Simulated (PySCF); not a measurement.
## Telling isomers of C$_{4}$H$_{7}$N apart by NMR

Theory: J: B3LYP/pcJ-1 (spin–dipole term left out of most H,H and C,H couplings), GFN2-xTB geometry, NMR shieldings at PBE0/pcSseg-1/GIAO, in PySCF 2.14.0 with density-fitted response routines (no solvent model, one averaged value for each set of equivalent atoms, no relativistic terms, single conformer).

Scale: TMS for 1H, 13C (reference shieldings calculated alike). Multiplet labels drop J under 1 Hz and among equivalent protons, and merge close values. Unscaled 3J(H,H) run several per cent high. Where no couplings were computed, multiplicities follow the n + 1 count of equivalent neighbours, and m marks all less simple cases (inequivalent or close neighbours, rings, F or P nearby). Shifts are as computed. Against solution values, carbons near 30 ppm lie about +3 ppm off and those near 130 ppm about +5 ppm. Of 1211 compounds with measured shifts, 218 miss one by over three times the rms of a fit or turn the order of signals round; such compounds aren't used in these exercises. OH and NH positions are gas-phase values without hydrogen bonding to other molecules.

(1) Tabulate the signals of `C#CCNC`, `C1=CCNC1` and their relative energies.

(2) What is the quickest way to tell C#CCNC from C1=CCNC1?

Results:

(1) 
```json
{"SMILES": "C#CCNC", "carbon types": "1×C 1×CH 1×CH2 1×CH3", "δC": "87.0, 78.3, 42.8, 37.3", "δH": "3.50 (d, 2H), 2.63 (s, 3H), 1.67 (t, 1H), -0.05 (br s, 1H)", "E rel. (kcal/mol)": "32.9"}
{"SMILES": "C1=CCNC1", "carbon types": "2×CH 2×CH2", "δC": "138.2, 59.5", "δH": "6.14 (m, 2H), 3.86 (m, 4H), 0.67 (br s, 1H)", "E rel. (kcal/mol)": "0.0"}
```

Energies are electronic energies at PBE0/pcSseg-1 on these geometries, without zero-point or thermal terms, each for the one conformer computed, which needn't be the lowest.

(2) Count the carbon signals: 4 against 2. The first has an alkyne carbon (C) at 87.0 ppm, the second an alkene CH at 138.2 ppm. In the proton spectra the most deshielded non-exchanging signals are 3.50 (d, 2H) and 6.14 (m, 2H).
